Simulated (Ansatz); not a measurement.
**SiH4 (triplet): from Hartree-Fock to the top rungs, cc-pVTZ**

One table from this session's results is given with a row withheld; the runs are named, their logs left out.

Program: Ansatz 0.2.0, Gaussian basis. Level of theory: cc-pVTZ, core rule «outside noble gas», up to 5 orbitals frozen. These are calculated values, not measurements.

To be run: UHF; CCSD(T) on ROHF; CCSD(T) on UHF; BCCD(T) on ROHF; CCSDT(Q) on ROHF; CCSDT(Q) on UHF; CASSCF and MRCISD+Q, 8 electrons in 8 orbitals; CASSCF and NEVPT2, 8 electrons in 8 orbitals.

5 further runs of the same task are left out: 5 set aside as unsound or not needed.

### The system

The geometry is a PBE0/def2-TZVP stationary point (not a proven minimum).

5 atoms, charge 0, spin multiplicity 3.

Atoms are counted from 1 here; the program's logs count them from 0.

Bond lengths: Si1–H2 1.529 Å, Si1–H3 1.529 Å, Si1–H4 1.529 Å, Si1–H5 1.529 Å. Angles: H2–Si1–H3 90.0°, H2–Si1–H4 90.0°, H2–Si1–H5 180.0°, H3–Si1–H4 180.0°, H3–Si1–H5 90.0°, H4–Si1–H5 90.0°.

The first run:

The input, in.yaml:

```yaml
crystal:
  periodic: [false, false, false]
  atoms:
    - {symbol: Si, position_ang: [0.000000, 0.000000, 0.000000]}
    - {symbol: H, position_ang: [-0.011525, 1.085107, 1.077576]}
    - {symbol: H, position_ang: [-0.016497, -1.077632, 1.084987]}
    - {symbol: H, position_ang: [0.016497, 1.077632, -1.084987]}
    - {symbol: H, position_ang: [0.011525, -1.085107, -1.077576]}
basis:
  gaussian: {orbitals: cc-pVTZ}
magnetization: {spin_polarized: true, initial_magnetization: 2}
hamiltonian: {xc: hf}
output: {orbitals: {seedname: orbitals}}
```

Started as:

```bash
> ansatz run in.yaml --threads 1 --pin off --events-out ev --progress --plain --max-ram 2560MiB --backend cpu
```

Among the steps run: UHF; CCSD(T) on ROHF; CCSD(T) on UHF; BCCD(T) on ROHF; CCSDT(Q) on ROHF; CCSDT(Q) on UHF; CASSCF and MRCISD+Q, 8 electrons in 8 orbitals; CASSCF and NEVPT2, 8 electrons in 8 orbitals.

One table of the session follows, with a row left open; its other results are not shown here.

```
          method  from UCCSDT(Q) (meV)
            ROHF               +5350.2
             UHF               +5140.3
            RMP2               +1016.8
            UMP2               +1062.2
           RCCSD                +231.9
           UCCSD                +226.8
        RCCSD(T)                 +42.0
        UCCSD(T)                 +43.0
         BCCD(T)                 +42.6
          RCCSDT                  +8.3
          UCCSDT                  +7.5
       RCCSDT(Q)                  +0.7
       UCCSDT(Q)                     0
  CASSCF valence               +3647.6
  NEVPT2 valence                +901.8
  MRCISD valence                +266.0
MRCISD+Q valence                     ?
```

Q: Estimate the row for MRCISD+Q valence from the others.

**Answer.** from UCCSDT(Q) (meV): +31.4. In the column «from UCCSDT(Q) (meV)» it lies between RCCSDT (+8.3) and RCCSD(T) (+42.0).

Limits of these values: Restricted and unrestricted rows rest on different reference determinants; where their highest levels disagree by more than a few hundredths of an eV, they describe different states and don't form one ladder.
